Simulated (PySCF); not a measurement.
BF3, SMILES FB(F)F.

The structure is a stationary point at B3LYP-D3(BJ)/def2-TZVP. The isomer is the one that the SMILES or the coordinates give; other isomers of the formula were not compared.

Two levels are set side by side: TDDFT-PBE/def2-SVPD (PySCF) and TDDFT-LC-ωPBE/def2-SVPD (PySCF). Vertical, same geometry. The lowest singlet is HOMO→LUMO 100 % with PBE and HOMO→LUMO+1 97 % with the other functional; states are paired by order. Differences are taken from unrounded values.

```json
[
 {"quantity": "lowest singlet excitation (eV)", "TDDFT-PBE": "9.52"},
 {"quantity": "lowest triplet excitation (TDA) (eV)", "TDDFT-PBE": "9.39"},
 {"quantity": "first bright state (f over 0.05) (eV)", "TDDFT-PBE": "11.54"},
 {"quantity": "its oscillator strength", "TDDFT-PBE": "0.13"}
]
```

These are the TDDFT-PBE values. What does TDDFT-LC-ωPBE give? (The exact figures need the calculation; the answer reports its results.)


```json
[
 {"quantity": "lowest singlet excitation (eV)", "TDDFT-LC-ωPBE": "10.83", "TDDFT-PBE minus TDDFT-LC-ωPBE": "-1.31"},
 {"quantity": "lowest triplet excitation (TDA) (eV)", "TDDFT-LC-ωPBE": "10.57", "TDDFT-PBE minus TDDFT-LC-ωPBE": "-1.19"},
 {"quantity": "first bright state (f over 0.05) (eV)", "TDDFT-LC-ωPBE": "12.79", "TDDFT-PBE minus TDDFT-LC-ωPBE": "-1.25"},
 {"quantity": "its oscillator strength", "TDDFT-LC-ωPBE": "0.26", "TDDFT-PBE minus TDDFT-LC-ωPBE": "-0.13"}
]
```

A lower first singlet is the usual sign of a functional without exact exchange. Differences between two approximate levels are no errors against the true value.

Rough cost on one machine, each run with all the roots and properties that it gave: TDDFT-LC-ωPBE against TDDFT-PBE about 3 times.
